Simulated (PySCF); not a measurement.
Exact simulation of a proton spin system

Molecule: `InChI=1S/C4H7N/c1-2-5-3-4-5/h2H,1,3-4H2`.

Molfile (atoms numbered from 1):
```
C4H7N
     RDKit          3D

 12 12  0  0  0  0  0  0  0  0999 V2000
    1.5291   -0.4538   -0.9384 C   0  0  0  0  0  0  0  0  0  0  0  0
    0.9842    0.0810    0.1611 C   0  0  0  0  0  0  0  0  0  0  0  0
   -0.2762   -0.2062    0.6704 N   0  0  0  0  0  0  0  0  0  0  0  0
   -1.4212   -0.4087   -0.1652 C   0  0  0  0  0  0  0  0  0  0  0  0
   -1.3259    0.7746    0.7373 C   0  0  0  0  0  0  0  0  0  0  0  0
    2.5583   -0.2154   -1.2100 H   0  0  0  0  0  0  0  0  0  0  0  0
    0.9819   -1.1606   -1.5679 H   0  0  0  0  0  0  0  0  0  0  0  0
    1.5563    0.7732    0.7900 H   0  0  0  0  0  0  0  0  0  0  0  0
   -1.3040   -0.2226   -1.2410 H   0  0  0  0  0  0  0  0  0  0  0  0
   -2.0717   -1.2514    0.0917 H   0  0  0  0  0  0  0  0  0  0  0  0
   -1.1538    1.7466    0.2574 H   0  0  0  0  0  0  0  0  0  0  0  0
   -1.8994    0.8117    1.6700 H   0  0  0  0  0  0  0  0  0  0  0  0
  1  2  2  0
  2  3  1  0
  3  4  1  0
  4  5  1  0
  5  3  1  0
  1  6  1  0
  1  7  1  0
  2  8  1  0
  4  9  1  0
  4 10  1  0
  5 11  1  0
  5 12  1  0
M  END
```

[PySCF: geometry from PBE0-D3(BJ)/def2-SVP; B3LYP/pcJ-1 coupling constants (spin–dipole term only in couplings to heteroatoms); NMR shieldings at B97-2/pcSseg-2/GIAO; one computed conformer; no solvent; averaged over atoms made equivalent by symmetry, fast rotation or ring inversion; relativity neglected]

References, each an isolated molecule treated in the same way: ¹H (σref 31.36) vs TMS.

Shifts (ppm): H6 4.38, H7 4.37, H8 6.59.
Couplings (Hz): H6–H7: 0.2; H6–H8: 9.0; H7–H8: 16.1.

The 3-spin Hamiltonian (Zeeman plus full scalar coupling among like nuclei) was diagonalised exactly; lines are Lorentzian, 0.4 Hz wide, and the maxima above 3 % are listed with the tallest set to 100.

Question: Give the ¹H peak list of this spin system at 80 MHz.

Answer: 
δ in ppm (height): 6.753 (49), 6.641 (54), 6.551 (58), 6.439 (65), 4.466 (100), 4.436 (94), 4.323 (80), 4.264 (80)

Question: And at 700 MHz?

Answer: 
```csv
Hz,ppm,height
4625.6,6.608,60
4616.6,6.595,61
4609.5,6.585,62
4600.5,6.572,62
3070.5,4.386,99
3067.1,4.381,100
3061.5,4.374,98
3050.9,4.358,97
```

Question: Among coupled protons with different shifts, which pair is furthest from first order, and how does the field change that?

Answer: H7 and H8: Δν/J is about 11.0 at 80 MHz (close to first order) and 96.5 at 700 MHz (close to first order). J in Hz doesn't depend on the field, while Δν in Hz grows in proportion to it.

Unscaled 3J(H,H) at this level run about 10 % above measured values.
